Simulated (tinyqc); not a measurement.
Inside a calculation (part 2 of 2). Method: UHF in the sto-3g basis, for OH+, spin multiplicity 3. Computed by tinyqc, a small Python program that keeps every step (integrals from PySCF). Command: `OMP_NUM_THREADS=1 python tinyqc.py 24938 24939 out.jsonl` (the two numbers bound the seeds that draw the settings). One thread of a shared host (Intel(R) Xeon(R) Processor @ 2.60GHz), about 0.1 s of CPU time with the checks.

Geometry (angstrom):
```
atom       x       y       z
O     0.0000  0.0000  0.0000
H     0.0000  0.0000  1.0460
```

## Iteration 3: diagonalisation and new density

F(alpha) (hartree), order 1O 1s, 1O 2s, 1O 2px, 1O 2py, 1O 2pz, 2H 1s:
```
[[-21.1590, -5.3938, 0.0000, 0.0000, -0.0195, -1.0128],
 [-5.3938, -3.2111, 0.0000, 0.0000, -0.1206, -1.1493],
 [0.0000, 0.0000, -1.1873, 0.0000, 0.0000, 0.0000],
 [0.0000, 0.0000, 0.0000, -1.1873, 0.0000, 0.0000],
 [-0.0195, -0.1206, 0.0000, 0.0000, -1.0974, -0.7203],
 [-1.0128, -1.1493, 0.0000, 0.0000, -0.7203, -0.8983]]
```

F(beta) (hartree), order 1O 1s, 1O 2s, 1O 2px, 1O 2py, 1O 2pz, 2H 1s:
```
[[-21.1071, -5.3165, 0.0000, 0.0000, -0.0189, -0.9958],
 [-5.3165, -2.8359, 0.0000, 0.0000, -0.1004, -1.0612],
 [0.0000, 0.0000, -0.2546, 0.0000, 0.0000, 0.0000],
 [0.0000, 0.0000, 0.0000, -0.2546, 0.0000, 0.0000],
 [-0.0189, -0.1004, 0.0000, 0.0000, -0.9719, -0.7076],
 [-0.9958, -1.0612, 0.0000, 0.0000, -0.7076, -0.9099]]
```

X, order 1O 1s, 1O 2s, 1O 2px, 1O 2py, 1O 2pz, 2H 1s:
```
[[1.0230, -0.1316, 0.0000, 0.0000, -0.0075, 0.0220],
 [-0.1316, 1.1113, 0.0000, 0.0000, 0.0755, -0.2677],
 [0.0000, 0.0000, 1.0000, 0.0000, 0.0000, 0.0000],
 [0.0000, 0.0000, 0.0000, 1.0000, 0.0000, 0.0000],
 [-0.0075, 0.0755, 0.0000, 0.0000, 1.0637, -0.2268],
 [0.0220, -0.2677, 0.0000, 0.0000, -0.2268, 1.1503]]
```

Diagonalise F' = X^T F X, C = X C', fill 5 alpha and 3 beta electrons from the bottom; D(s) = C_occ C_occ^T. Each column has its largest component positive (the first on a tie).

F' = X^T F X (alpha) (hartree):
```
[[-20.7841, -2.6906, 0.0000, 0.0000, -0.0372, -0.1231],
 [-2.6906, -2.2032, 0.0000, 0.0000, 0.0232, -0.4764],
 [0.0000, 0.0000, -1.1873, 0.0000, 0.0000, 0.0000],
 [0.0000, 0.0000, 0.0000, -1.1873, 0.0000, 0.0000],
 [-0.0372, 0.0232, 0.0000, 0.0000, -0.9370, -0.4905],
 [-0.1231, -0.4764, 0.0000, 0.0000, -0.4905, -0.4040]]
```

orbital energies (alpha) (hartree): [-21.1677, -1.9681, -1.1873, -1.1873, -1.1741, -0.0184]

coefficients C (alpha), order 1O 1s, 1O 2s, 1O 2px, 1O 2py, 1O 2pz, 2H 1s:
```
[[0.9944, -0.2555, 0.0000, 0.0000, 0.0655, 0.0767],
 [0.0237, 0.9799, 0.0000, 0.0000, -0.3229, -0.5144],
 [0.0000, 0.0000, -0.4093, 0.9124, 0.0000, 0.0000],
 [0.0000, 0.0000, 0.9124, 0.4093, 0.0000, 0.0000],
 [0.0031, 0.1309, 0.0000, 0.0000, 0.8212, -0.7052],
 [-0.0058, 0.0782, 0.0000, 0.0000, 0.3398, 1.1511]]
```

F' = X^T F X (beta) (hartree):
```
[[-20.7439, -2.6630, 0.0000, 0.0000, -0.0393, -0.1237],
 [-2.6630, -1.8101, 0.0000, 0.0000, 0.0593, -0.4695],
 [0.0000, 0.0000, -0.2546, 0.0000, 0.0000, 0.0000],
 [0.0000, 0.0000, 0.0000, -0.2546, 0.0000, 0.0000],
 [-0.0393, 0.0593, 0.0000, 0.0000, -0.7993, -0.5022],
 [-0.1237, -0.4695, 0.0000, 0.0000, -0.5022, -0.4444]]
```

orbital energies (beta) (hartree): [-21.1130, -1.6358, -1.0741, -0.2546, -0.2546, 0.0251]

coefficients C (beta), order 1O 1s, 1O 2s, 1O 2px, 1O 2py, 1O 2pz, 2H 1s:
```
[[0.9955, -0.2381, 0.0940, 0.0000, 0.0000, 0.0885],
 [0.0194, 0.9040, -0.4463, 0.0000, 0.0000, -0.5595],
 [0.0000, 0.0000, 0.0000, -0.3942, 0.9190, 0.0000],
 [0.0000, 0.0000, 0.0000, 0.9190, 0.3942, 0.0000],
 [0.0027, 0.1638, 0.7706, 0.0000, 0.0000, -0.7537],
 [-0.0048, 0.1923, 0.3809, 0.0000, 0.0000, 1.1245]]
```

D(alpha) after iteration 3, order 1O 1s, 1O 2s, 1O 2px, 1O 2py, 1O 2pz, 2H 1s:
```
[[1.0584, -0.2480, 0.0000, 0.0000, 0.0234, -0.0034],
 [-0.2480, 1.0651, 0.0000, 0.0000, -0.1369, -0.0333],
 [0.0000, 0.0000, 1.0000, 0.0000, 0.0000, 0.0000],
 [0.0000, 0.0000, 0.0000, 1.0000, 0.0000, 0.0000],
 [0.0234, -0.1369, 0.0000, 0.0000, 0.6914, 0.2893],
 [-0.0034, -0.0333, 0.0000, 0.0000, 0.2893, 0.1216]]
```

D(beta) after iteration 3, order 1O 1s, 1O 2s, 1O 2px, 1O 2py, 1O 2pz, 2H 1s:
```
[[1.0565, -0.2379, 0.0000, 0.0000, 0.0361, -0.0147],
 [-0.2379, 1.0167, 0.0000, 0.0000, -0.1958, 0.0038],
 [0.0000, 0.0000, 0.0000, 0.0000, 0.0000, 0.0000],
 [0.0000, 0.0000, 0.0000, 0.0000, 0.0000, 0.0000],
 [0.0361, -0.1958, 0.0000, 0.0000, 0.6207, 0.3250],
 [-0.0147, 0.0038, 0.0000, 0.0000, 0.3250, 0.1821]]
```

Within a degenerate level the vectors are fixed only up to a rotation; this is one choice.

## Iteration 20 (converged): orbitals

converged F(alpha) (hartree), order 1O 1s, 1O 2s, 1O 2px, 1O 2py, 1O 2pz, 2H 1s:
```
[[-21.1728, -5.3970, 0.0000, 0.0000, -0.0194, -1.0135],
 [-5.3970, -3.2210, 0.0000, 0.0000, -0.1230, -1.1476],
 [0.0000, 0.0000, -1.1953, 0.0000, 0.0000, 0.0000],
 [0.0000, 0.0000, 0.0000, -1.1953, 0.0000, 0.0000],
 [-0.0194, -0.1230, 0.0000, 0.0000, -1.1111, -0.7181],
 [-1.0135, -1.1476, 0.0000, 0.0000, -0.7181, -0.8833]]
```

converged F(beta) (hartree), order 1O 1s, 1O 2s, 1O 2px, 1O 2py, 1O 2pz, 2H 1s:
```
[[-21.1192, -5.3182, 0.0000, 0.0000, -0.0188, -0.9961],
 [-5.3182, -2.8379, 0.0000, 0.0000, -0.0938, -1.0632],
 [0.0000, 0.0000, -0.2601, 0.0000, 0.0000, 0.0000],
 [0.0000, 0.0000, 0.0000, -0.2601, 0.0000, 0.0000],
 [-0.0188, -0.0938, 0.0000, 0.0000, -0.9588, -0.7110],
 [-0.9961, -1.0632, 0.0000, 0.0000, -0.7110, -0.9261]]
```

As before.

F' = X^T F X (alpha) (hartree):
```
[[-20.7979, -2.6908, 0.0000, 0.0000, -0.0365, -0.1237],
 [-2.6908, -2.2153, 0.0000, 0.0000, 0.0183, -0.4747],
 [0.0000, 0.0000, -1.1953, 0.0000, 0.0000, 0.0000],
 [0.0000, 0.0000, 0.0000, -1.1953, 0.0000, 0.0000],
 [-0.0365, 0.0183, 0.0000, 0.0000, -0.9532, -0.4871],
 [-0.1237, -0.4747, 0.0000, 0.0000, -0.4871, -0.3880]]
```

orbital energies (alpha) (hartree): [-21.1815, -1.9774, -1.1953, -1.1953, -1.1806, -0.0149]

coefficients C (alpha), order 1O 1s, 1O 2s, 1O 2px, 1O 2py, 1O 2pz, 2H 1s:
```
[[0.9944, -0.2560, 0.0000, 0.0000, 0.0644, 0.0760],
 [0.0237, 0.9831, 0.0000, 0.0000, -0.3162, -0.5125],
 [0.0000, 0.0000, 0.9647, 0.2635, 0.0000, 0.0000],
 [0.0000, 0.0000, -0.2635, 0.9647, 0.0000, 0.0000],
 [0.0031, 0.1341, 0.0000, 0.0000, 0.8293, -0.6950],
 [-0.0058, 0.0713, 0.0000, 0.0000, 0.3267, 1.1554]]
```

F' = X^T F X (beta) (hartree):
```
[[-20.7561, -2.6632, 0.0000, 0.0000, -0.0402, -0.1238],
 [-2.6632, -1.8110, 0.0000, 0.0000, 0.0687, -0.4691],
 [0.0000, 0.0000, -0.2601, 0.0000, 0.0000, 0.0000],
 [0.0000, 0.0000, 0.0000, -0.2601, 0.0000, 0.0000],
 [-0.0402, 0.0687, 0.0000, 0.0000, -0.7826, -0.5077],
 [-0.1238, -0.4691, 0.0000, 0.0000, -0.5077, -0.4616]]
```

orbital energies (beta) (hartree): [-21.1251, -1.6366, -1.0751, -0.2601, -0.2601, 0.0255]

coefficients C (beta), order 1O 1s, 1O 2s, 1O 2px, 1O 2py, 1O 2pz, 2H 1s:
```
[[0.9955, -0.2381, 0.0936, 0.0000, 0.0000, 0.0887],
 [0.0193, 0.9034, -0.4482, 0.0000, 0.0000, -0.5590],
 [0.0000, 0.0000, 0.0000, 0.9993, -0.0370, 0.0000],
 [0.0000, 0.0000, 0.0000, 0.0370, 0.9993, 0.0000],
 [0.0026, 0.1533, 0.7605, 0.0000, 0.0000, -0.7660],
 [-0.0047, 0.1971, 0.3988, 0.0000, 0.0000, 1.1175]]
```

D(alpha) after iteration 20, order 1O 1s, 1O 2s, 1O 2px, 1O 2py, 1O 2pz, 2H 1s:
```
[[1.0586, -0.2485, 0.0000, 0.0000, 0.0222, -0.0029],
 [-0.2485, 1.0671, 0.0000, 0.0000, -0.1303, -0.0334],
 [0.0000, 0.0000, 1.0000, 0.0000, 0.0000, 0.0000],
 [0.0000, 0.0000, 0.0000, 1.0000, 0.0000, 0.0000],
 [0.0222, -0.1303, 0.0000, 0.0000, 0.7057, 0.2805],
 [-0.0029, -0.0334, 0.0000, 0.0000, 0.2805, 0.1118]]
```

D(beta) after iteration 20, order 1O 1s, 1O 2s, 1O 2px, 1O 2py, 1O 2pz, 2H 1s:
```
[[1.0565, -0.2378, 0.0000, 0.0000, 0.0373, -0.0143],
 [-0.2378, 1.0173, 0.0000, 0.0000, -0.2023, -0.0008],
 [0.0000, 0.0000, 0.0000, 0.0000, 0.0000, 0.0000],
 [0.0000, 0.0000, 0.0000, 0.0000, 0.0000, 0.0000],
 [0.0373, -0.2023, 0.0000, 0.0000, 0.6019, 0.3335],
 [-0.0143, -0.0008, 0.0000, 0.0000, 0.3335, 0.1979]]
```

Within a degenerate level the vectors are fixed only up to a rotation; this is one choice.

## Convergence

Stop when the energy changes by less than 1e-09 hartree and every element of the error matrix X^T (F D S - S D F) X (for each spin) is below 9e-06.

Course of the cycle:
```
iteration  E (hartree)     change  largest element of the error matrix
1           -69.566433          -                             5.24e-01
2           -74.036471  -4.47e+00                             7.48e-02
3           -74.047073  -1.06e-02                             1.78e-02
4           -74.047600  -5.27e-04                             7.02e-03
5           -74.047711  -1.11e-04                             3.99e-03
6           -74.047755  -4.35e-05                             2.55e-03
7           -74.047773  -1.87e-05                             1.68e-03
8           -74.047782  -8.18e-06                             1.11e-03
9           -74.047785  -3.58e-06                             7.33e-04
10          -74.047787  -1.57e-06                             4.85e-04
11          -74.047787  -6.88e-07                             3.21e-04
12          -74.047788  -3.02e-07                             2.13e-04
13          -74.047788  -1.32e-07                             1.41e-04
14          -74.047788  -5.79e-08                             9.31e-05
15          -74.047788  -2.54e-08                             6.16e-05
16          -74.047788  -1.11e-08                             4.08e-05
17          -74.047788  -4.86e-09                             2.70e-05
18          -74.047788  -2.13e-09                             1.79e-05
19          -74.047788  -9.33e-10                             1.18e-05
20          -74.047788  -4.09e-10                             7.83e-06
```

PySCF UHF in the same basis, after a stability check = -74.047788 hartree

Converged in 20 iterations.

## Populations, bond orders and dipole

overlap S, order 1O 1s, 1O 2s, 1O 2px, 1O 2py, 1O 2pz, 2H 1s:
```
[[1.0000, 0.2367, 0.0000, 0.0000, 0.0000, 0.0437],
 [0.2367, 1.0000, 0.0000, 0.0000, 0.0000, 0.4184],
 [0.0000, 0.0000, 1.0000, 0.0000, 0.0000, 0.0000],
 [0.0000, 0.0000, 0.0000, 1.0000, 0.0000, 0.0000],
 [0.0000, 0.0000, 0.0000, 0.0000, 1.0000, 0.3612],
 [0.0437, 0.4184, 0.0000, 0.0000, 0.3612, 1.0000]]
```

Mulliken: Z minus the diagonal of D S on the atom; Loewdin: the same with S^(1/2) D S^(1/2); Mayer order: 2 sum_s sum (D(s) S)_ij (D(s) S)_ji over the two atoms.

Charges (e):
```
atom  Mulliken  Loewdin  Mulliken spin
1O      0.5165   0.6084         2.1184
2H      0.4835   0.3916        -0.1184
```

Mayer bond orders:
```
pair   order
2-1   0.7522
```

dipole moment about the origin, x y z (debye): [0.0000, 0.0000, 2.7927]

<S^2> of the determinant (pure state: 2) = 2.0119
